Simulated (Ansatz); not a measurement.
# SiHO (doublet): the correlation ladder, cc-pVTZ

How much of the correlation energy of SiHO (doublet) does each wave-function method recover here?

The runs use Ansatz 0.2.0, Gaussian basis; cc-pVTZ, correlated electrons: outside noble gas.

To be run: UHF; CCSD(T) on ROHF; CCSD(T) on UHF; BCCD(T) on ROHF; CCSDT(Q) on ROHF; CCSDT(Q) on UHF.

## Step 1: What is computed

The geometry is a PBE0/def2-TZVP stationary point (not a proven minimum).

3 atoms, charge 0, spin multiplicity 2.

Atoms are counted from 1 here; the program's logs count them from 0.

Bond lengths: Si1–O2 1.650 Å, O2–H3 0.962 Å. Angles: Si1–O2–H3 118.7°.

In the tables R marks a restricted open-shell determinant and U an unrestricted one; correlation energies count from the lowest restricted Hartree-Fock solution.

## Step 2: UHF

Contents of in.yaml:

```yaml
crystal:
  periodic: [false, false, false]
  atoms:
    - {symbol: Si, position_ang: [0.000000, 0.030957, 0.632254]}
    - {symbol: O, position_ang: [0.000000, -0.098798, -1.012863]}
    - {symbol: H, position_ang: [0.000000, 0.705682, -1.539731]}
basis:
  gaussian: {orbitals: cc-pVTZ}
magnetization: {spin_polarized: true, initial_magnetization: 1}
hamiltonian: {xc: hf}
output: {orbitals: {seedname: orbitals}}
```

Started as:

```console
$ ansatz run in.yaml --threads 1 --pin off --events-out ev --progress --plain --max-ram 2816MiB --backend cpu
```

Further steps of the session: CCSD(T) on ROHF; CCSD(T) on UHF; BCCD(T) on ROHF; CCSDT(Q) on ROHF; CCSDT(Q) on UHF.

Q: Predict the results of all the runs planned. Wanted: correlation energy, UCCSDT(Q); RMP2 from UCCSDT(Q); UMP2 from UCCSDT(Q); RCCSD from UCCSDT(Q); RCCSD(T) from UCCSDT(Q); UCCSD(T) from UCCSDT(Q); RCCSDT(Q) from UCCSDT(Q); T1 diagnostic.

As calculated:

```
                                      quantity                                                   value
                 correlation energy, UCCSDT(Q)                                              -9.6878 eV
                           RMP2 from UCCSDT(Q)                                              +799.4 meV
                           UMP2 from UCCSDT(Q)                                              +826.4 meV
                          RCCSD from UCCSDT(Q)                                              +391.3 meV
                       RCCSD(T) from UCCSDT(Q)                                               +34.9 meV
                       UCCSD(T) from UCCSDT(Q)                                               +35.0 meV
                      RCCSDT(Q) from UCCSDT(Q)                                                +3.5 meV
levels of the table within 1 kcal/mol (43 meV)  RCCSD(T), UCCSD(T), BCCD(T), RCCSDT, UCCSDT, RCCSDT(Q)
                                 T1 diagnostic                                                   0.022
```

RCCSD(T) lands +34.9 meV from the yardstick (0.4 % of the correlation energy). These misses are within one basis, not against nature; the frozen cores of restricted and unrestricted runs differ, which can shift their rows.
